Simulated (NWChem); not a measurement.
# Correlation energy of CN (-1)

```
C
N 1 1.1910
```
Charge -1, spin multiplicity 1.

Everything below was run with NWChem. All single points use one geometry, from PBE/def2-SVP, a minimum by its harmonic frequencies.

Basis set: def2-SVPD. Each correlation energy counts from its own Hartree-Fock reference.

| method | correlation energy (mHa) | difference from CCSD(T) |
|---|---|---|
| SCS-MP2 | -288.4 | +28.5 |
| CCSD+T(CCSD) | -317.9 | -0.9 |
| CCSD(T) | -316.9 | 0.0 |
| CR-CCSD(T) | -313.8 | +3.1 |
| MP2 | -297.6 | +19.3 |
| CR-CCSD[T] | -314.6 | +2.4 |
| CCSD | -302.1 | +14.9 |

The values span 29.4 mHa, from CCSD+T(CCSD) (lowest) to SCS-MP2 (highest). 

The correlated methods keep 2 core orbitals frozen. The structure started from a generated list of species. The anion's geometry comes from a basis without diffuse functions. Coupled-cluster values serve here as a point of comparison, not as the truth.
